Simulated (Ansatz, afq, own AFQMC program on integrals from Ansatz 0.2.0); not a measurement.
AFQMC on a folder of integrals that Ansatz 0.2.0 wrote.

```yaml
crystal:
  periodic: [false, false, false]
  atoms:
    - {symbol: P, position_ang: [0.000000, 0.000000, 0.000000]}
basis:
  gaussian: {orbitals: cc-pVTZ}
magnetization: {spin_polarized: true, initial_magnetization: 3}
correlation: {method: ccsd_t, electrons: outside_noble_gas, hamiltonian_folder: ham}
```

```sh
$ ansatz run in.yaml --threads 1 --pin off --events-out ev --progress --plain --max-ram 16896MiB --backend cuda --devices 0, --max-vram 18GiB
```

afq runs on the folder ham with

```
--method phaseless --trial cisd --walkers 4000 --populations 20 --least-time 60 --time-step 0.005 --steps-per-block 50 --equilibration-blocks 28 --max-blocks 4000 --target-error 0.00014 --factor-cut 1e-05 --start spin_pure --seed 6037 --release-times 0.24,0.51,0.99,1.62,2.4 --release-step 0.03 --release-every 3 --taylor-order 6
```

Times are imaginary, in 1/Eh. The walk had a cap of 122 s. With eight or more populations the least sampling time is a fifth of least-time, and the error comes from their spread.

Log:

```
orbitals 29  electrons 4 1  factors 184 of 192
reference energy -340.71630589 Eh
CCSD correlation -0.10093130 Eh in 8 cycles, weight of the determinant in the CISD state 0.9373
energy of the start -340.817226 Eh
 block  time / (1/Eh)  mean weight  energy / Eh
     1     0.250  0.9999  -340.817459
     2     0.500  1.0000  -340.818290
     3     0.750  1.0001  -340.819067
     4     1.000  0.9999  -340.819754
     5     1.250  0.9998  -340.820255
     8     2.000  0.9999  -340.821603
    11     2.750  0.9999  -340.821899
    14     3.500  1.0000  -340.821589
    17     4.250  0.9998  -340.821757
    20     5.000  1.0000  -340.821805
    23     5.750  0.9999  -340.821579
    26     6.500  1.0000  -340.821606
    29     7.250  1.0002  -340.821834
    32     8.000  1.0000  -340.821735
    35     8.750  1.0001  -340.821865
    38     9.500  0.9999  -340.821643
    41    10.250  0.9999  -340.821548
    44    11.000  0.9998  -340.821597
    47    11.750  1.0000  -340.821601
    50    12.500  1.0001  -340.821673
    53    13.250  1.0001  -340.821804
    56    14.000  1.0000  -340.821686
    59    14.750  0.9999  -340.821559
    62    15.500  1.0001  -340.821919
    63    15.750  1.0000  -340.822115
    65    16.250  1.0000  -340.821977
    68    17.000  1.0001  -340.821809
    71    17.750  1.0001  -340.821860
    74    18.500  1.0001  -340.821933
    77    19.250  1.0000  -340.821819
    78    19.500  1.0000  -340.821791
error from the spread of 20 populations
released: time / (1/Eh)  energy / Eh  error  mean overlap
  0.24  -340.821837  0.000037  1.0010
  0.51  -340.821883  0.000037  0.9992
  0.99  -340.821882  0.000032  0.9996
  1.62  -340.821934  0.000027  0.9980
  2.40  -340.821940  0.000028  0.9963
energy -340.821800 +/- 0.000042 Eh
(rows thinned)
```

The run passed its tests (sampling time, drift between the halves within three errors, error under three times the target), which doesn't prove that it has relaxed.

Against this walk (error 1.1 meV) on the same determinant: CCSD(T) 21.2 meV higher, CCSDT(Q) 2.8 meV lower, CCSDTQ 3.3 meV lower, full CI 3.3 meV lower. The error is statistical and leaves out the bias of the constraint. Released to 2.40 1/Eh the energy lies 3.8 ± 1.4 meV (both errors) below the phaseless value, which shows part or all of the bias of the constraint, and full CI lies 0.5 meV above the released value.

Cautions: constraint bias not in the error.

The walk took 29 s on 1 × NVIDIA H100 80GB HBM3 with 2 threads of AMD EPYC 7R13 Processor (Zen 3), with other jobs on the host (the card was shared). The log's last line is the phaseless energy.

CCSDT and higher add their correlation energy to the determinant of the CCSD(T) run, since their own runs factorise the integrals more tightly (a shift of under 2 meV). A walk keeps the symmetry of its determinant, which the program's search chose and which needn't be the lowest solution, so a lower state of the same spin and another symmetry isn't excluded.
